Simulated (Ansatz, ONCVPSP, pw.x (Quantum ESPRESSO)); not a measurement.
pw.x on diamond Be: one setting changed

Potential: optimised norm-conserving Vanderbilt (ONCV), ONCVPSP 4.0.1.1 (patched build), LDA (Perdew-Wang 92); core [He], reference 2s2; waves: 2s: rc 1.82 bohr, ncon 4, nbas 8, qcut 5.1 1/bohr, 1 projector; p scattering state at 0.3 Ha: rc 1.96 bohr, ncon 4, nbas 8, qcut 5 1/bohr, 2 projectors, debl 2.3 Ha; d scattering state at 0.38 Ha: rc 1.52 bohr, ncon 4, nbas 8, qcut 9.3 1/bohr, 1 projector; local part: polynomial inside 1.20 bohr (lpopt 1, dvloc0 2 Ha); core correction: polynomial model core, fcfact 0.35. In the p channel the program set the typed energies aside and used 0.050, 2.350 Ha.

The reference run (k-mesh 10³, cutoffs 50/200 Ry, Fermi–Dirac 0.01 Ry, mixing_beta 0.4, conv_thr 1e-9, no spin) gives -0.36 GPa at 14.092 Å³/atom, where all-electron LAPW gives -0.06 GPa. This run, with its own iteration cap, changes degauss to 0.005.

```
&control
  calculation='scf', prefix='x', pseudo_dir='./', outdir='./tmp', tstress=.true., disk_io='none'
/
&system
  ibrav=0, nat=2, ntyp=1, ecutwfc=50, ecutrho=200, nbnd=9,
  occupations='smearing', smearing='fd', degauss=0.005
/
&electrons
  conv_thr=1e-09, mixing_beta=0.4, electron_maxstep=50
/
ATOMIC_SPECIES
Be 1.0 Be.UPF
CELL_PARAMETERS angstrom
  0.00000000 2.41541010 2.41541010
  2.41541010 0.00000000 2.41541010
  2.41541010 2.41541010 0.00000000
ATOMIC_POSITIONS crystal
Be 0.0000 0.0000 0.0000
Be 0.2500 0.2500 0.2500
K_POINTS automatic
10 10 10 0 0 0
```

```bash
pw.x < Be.scf.in > Be.scf.out
```

**Question.** How does the run end?

**Answer.** It converges in 7 iterations; the free energy moves by +12.0 meV/atom and the pressure by +0.00 GPa. In a metal, with Fermi–Dirac smearing, F lies below its zero-width value by a term in the square of the width.

```
Message from routine setup:
     using ibrav=0 with symmetry is DISCOURAGED, use correct ibrav instead
     lattice parameter (alat)  =       6.4551  a.u.
     unit-cell volume          =     190.1951 (a.u.)^3
     number of electrons       =         4.00
     number of Kohn-Sham states=            9
     kinetic-energy cutoff     =      50.0000  Ry
     charge density cutoff     =     200.0000  Ry
     scf convergence threshold =      1.0E-09
     Exchange-correlation= SLA  PW   NOGX NOGC
     number of k points=    47  Fermi-Dirac smearing, width (Ry)=  0.0050
     iteration #  1     ecut=    50.00 Ry     beta= 0.40
     total energy              =      -5.04806780 Ry
     estimated scf accuracy    <       0.00490386 Ry
     iteration #  2     ecut=    50.00 Ry     beta= 0.40
     total energy              =      -5.04765936 Ry
     estimated scf accuracy    <       0.00139583 Ry
     iteration #  3     ecut=    50.00 Ry     beta= 0.40
     total energy              =      -5.04774282 Ry
     estimated scf accuracy    <       0.00000298 Ry
     iteration #  4     ecut=    50.00 Ry     beta= 0.40
     total energy              =      -5.04774390 Ry
     estimated scf accuracy    <       0.00000052 Ry
     iteration #  5     ecut=    50.00 Ry     beta= 0.40
     total energy              =      -5.04774395 Ry
     estimated scf accuracy    <          5.6E-09 Ry
     iteration #  6     ecut=    50.00 Ry     beta= 0.40
     total energy              =      -5.04774395 Ry
     estimated scf accuracy    <          2.4E-09 Ry
     iteration #  7     ecut=    50.00 Ry     beta= 0.40
     the Fermi energy is     2.5055 ev
!    total energy              =      -5.04774395 Ry
     estimated scf accuracy    <          1.5E-11 Ry
     smearing contrib. (-TS)   =      -0.00140888 Ry
     The total energy is F=E-TS. E is the sum of the following terms:
     one-electron contribution =       2.41701853 Ry
     hartree contribution      =       0.11286382 Ry
     xc contribution           =      -2.85557675 Ry
     ewald contribution        =      -4.72064066 Ry
     convergence has been achieved in   7 iterations
          total   stress  (Ry/bohr**3)                   (kbar)     P=       -3.56
     Message from routine punch:
     Nothing written, as per user request (disk_io='none')
```

The run took about 8.4 s on one core of a shared host (Neoverse-N1, 64 threads, 124 GiB, load 56).
